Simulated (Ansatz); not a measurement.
## SiPH: competing structures and spins

Ansatz 0.2.0, functionals in def2-QZVPP, HF, MP2 and coupled cluster extrapolated from def2-TZVPP and def2-QZVPP (exp(−7.88 √X), X^−2.97); geometries are PBE0/def2-TZVP minima. Wave-function levels freeze the cores; HF, MP2 and coupled cluster are restricted for singlets and unrestricted otherwise, Kohn–Sham unrestricted where that lies lower. The best estimate adds to that CCSD(T) limit the step from CCSD(T) to the highest level run in a smaller set (CCSDTQ/cc-pVDZ). It lacks core correlation, which semilocal and hybrid functionals hold and which counts in their errors here, (a few kJ/mol in atomization energies of light atoms) is good to about 1 kcal/mol where the step is under 0.06 eV, as here, and is no measured value. Energies are electronic, without zero-point terms. No spin–orbit coupling and no scalar relativity. B2PLYP's MP2 part freezes the cores and isn't at its limit in this set. The species are chosen: bound, without strong static correlation by their natural occupations or amplitudes, and with a ladder that closes on the reference, so errors are smaller than for species at large; levels whose determinant breaks symmetry or spin markedly are left out.

A. singlet; Si–P 1.944, Si–H 1.483, angle at Si 180°. Coordinates (Å): Si 0.000 0.000 0.154; P 0.000 0.000 -1.791; H 0.000 0.000 1.637
B. singlet; Si–P 2.045, P–H 1.492, angle at P 61°. Coordinates (Å): Si 0.000 -0.010 1.077; P 0.000 -0.033 -0.968; H 0.000 1.275 -0.250

Problem. From bonding and spin, estimate the order of these in energy at the best estimate, each at its own geometry.

Solution. At the best estimate, above the lowest of those listed: B (0.000 eV), A (0.459 eV).

```tsv
level	A less B (eV)
the best estimate	0.459
MP2	0.388
CCSD(T)	0.469
PBE	0.483
r2SCAN	0.437
B97M-V	0.517
PBE0	0.572
B3LYP	0.522
wB97M-V	0.730
B2PLYP	0.448
```

Every level shown puts the same form lowest.

The geometries are PBE0's.
